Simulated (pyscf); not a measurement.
A first-order saddle from PySCF, ωB97X-D3(BJ)/def2-SVP:

```xyz
13

C     -1.2587    -0.3415    -0.5352
B     -0.8714    -1.6936    -0.0436
H     -0.0588     0.6782     0.2212
H     -2.2812     0.0583    -0.4929
H     -0.6388     0.1844    -1.2873
H     -1.6119    -2.3427     0.6761
H      0.2559    -2.1240    -0.2312
C     -0.4208     0.6268     1.5157
C      0.6162     1.4774     1.0935
H     -0.1927    -0.3379     1.9709
H     -1.4387     0.9923     1.6545
H      0.3976     2.5023     0.7869
H      1.6540     1.1421     1.1427
```
Charge 0, spin multiplicity 1.

Surface: singlet, charge 0. Lowest wavenumbers (cm⁻¹): 1793i, 48, 141, 250, 322.

### Question
Name the species on either side of this saddle.

### Answer
H₂B–CH₃ + H₂C=CH₂ ⇌ H₂B–CH₂–CH₂–CH₃, an addition across a multiple bond or ene-type step read from left to right: C–H broken and C–C, C–H formed. At CCSD(T)/def2-TZVPP + ΔMP2(QZVPP) it lies +3.40 eV from the left side and +4.41 eV from the right (each side as separated species at their lowest minima found). On the product side the descent ends in a point that may be a rotor saddle (no frequency run), 0.12 eV over the lowest minimum found and 4.49 eV under the saddle at ωB97X-D3(BJ)/def2-TZVP. At the saddle there is also a short C–H contact that neither side keeps. H₂B–CH₂–CH₂–CH₃ lies 0.55 eV over its isomer H₃C–BH–CH₂–CH₃ (electronic energy, ωB97M-D3(BJ)/def2-TZVP). This is the saddle that the search found; another between the same sides may lie lower. The CCSD(T) − MP2 part came from Ansatz, without density fitting, on the same reference.
